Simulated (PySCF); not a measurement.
Computed with PBE0-D4/def2-TZVP // PBE0-D4/def2-SVP in PySCF 2.14.0. Isolated molecules, 0 K electronic values unless said otherwise. 

Reference species (SMILES): `COC` (neutral, multiplicity 1).

| Property | Value |
|---|---|
| HOMO–LUMO gap | 8.81 eV |

Changed species: `N` (free base NH3; the reference has free base O(CH3)2).

Question: Predict the effect on the HOMO–LUMO gap.

Answer: the HOMO–LUMO gap decreases by 0.10 eV, to 8.71 eV.
